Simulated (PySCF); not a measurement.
# Computed NMR parameters against published values

Numbering as in the mapped SMILES `[O:1]=[CH:2][CH:3]1[CH2:4][CH2:5]1`. Each H is labelled by its parent atom. Ha(C4), Ha(C5) are cis to C2 on the ring; Hb(C4), Hb(C5) are trans to C2 on the ring.

Measured values that the calculation should reproduce: δ ¹³C C3 22.7; C4/C5 7.4; δ ¹H H(C3) 1.79 ppm (measured; solution, not stated per compound (mostly CDCl3 or CCl4); Pretsch, Buehlmann, Badertscher, Structure Determination of Organic Compounds, 4th ed. (2009)). Coupling constants: ³J(H(C3),Hb(C4)) (cis) 8.0 Hz, ³J(H(C3),Ha(C4)) (trans) 4.6 Hz, ²J(Hb(C4),Ha(C4)) -4.5 Hz.

A single conformation, non-relativistic Hamiltonian, isolated molecule, averaged over atoms made equivalent by symmetry, fast rotation or ring inversion. Spin–spin couplings from B3LYP/pcJ-1 (without the spin–dipole term); geometry from GFN2-xTB; GIAO PBE0/pcSseg-1 shieldings; PySCF 2.14.

(1) How close does the calculation come?

(2) How far are the unscaled ¹³C shifts from the references?

Answers

(1) 
Reference values: measured (solution, not stated per compound (mostly CDCl3 or CCl4); Pretsch, Buehlmann, Badertscher, Structure Determination of Organic Compounds, 4th ed. (2009)).
```json
{"atoms": "C3", "quantity": "δ ¹³C", "reference": "22.7", "computed": "25.7", "computed, scaled": "22.9"}
{"atoms": "C4/C5", "quantity": "δ ¹³C", "reference": "7.4", "computed": "6.9", "computed, scaled": "4.6"}
{"atoms": "H(C3)", "quantity": "δ ¹H", "reference": "1.79", "computed": "1.61", "computed, scaled": "1.61"}
```

Computed shifts are σ(ref) − σ with the named reference compound (TMS for H and C) calculated as an isolated molecule at the same level. The measured values may be among those fitted. Empirical linear scaling, fitted to shifts measured mostly in CDCl3 for H and C (δ vs TMS): ¹³C: δ = 179.97 − 0.974σ (rms 2.1 ppm, 958 shifts, 2.3 ppm with the 13 outliers that the fit left out); ¹H: δ = 30.01 − 0.943σ (rms 0.17 ppm, 504 shifts, 0.18 ppm with the 4 outliers that the fit left out). Occasional misses reach two or three times the rms, and more in compound classes unlike the fitted ones.

Coupling constants in Hz:
| coupling | reference | computed | source |
| --- | --- | --- | --- |
| ³J(H(C3),Hb(C4)) cis | 8.0 | 9.2 | measured; solution (compiled); Pretsch, Buehlmann, Badertscher, Structure Determination of Organic Compounds, 4th ed., Springer 2009 |
| ³J(H(C3),Ha(C4)) trans | 4.6 | 5.1 | measured; solution (compiled); Pretsch, Buehlmann, Badertscher, Structure Determination of Organic Compounds, 4th ed., Springer 2009 |
| ²J(Hb(C4),Ha(C4)) | -4.5 | -6.4 | measured; solution (compiled); Pretsch, Buehlmann, Badertscher, Structure Determination of Organic Compounds, 4th ed., Springer 2009 |

(2) Mean signed difference +1.25 ppm, mean absolute 1.75 ppm over 2 comparisons; the largest is +3.0 ppm at C3 (three-membered-ring carbon).

6 of the 11 published NMR values on file for this molecule are compared.

Unscaled 3J(H,H) at this level run about 10 % above measured values. Couplings across =CH–CH2 type bonds come from one rotamer and its mirror image, and can be 1–2 Hz further off. Vicinal couplings across rotatable single bonds and in flexible rings belong to the one computed conformer; a conformer average would change them.
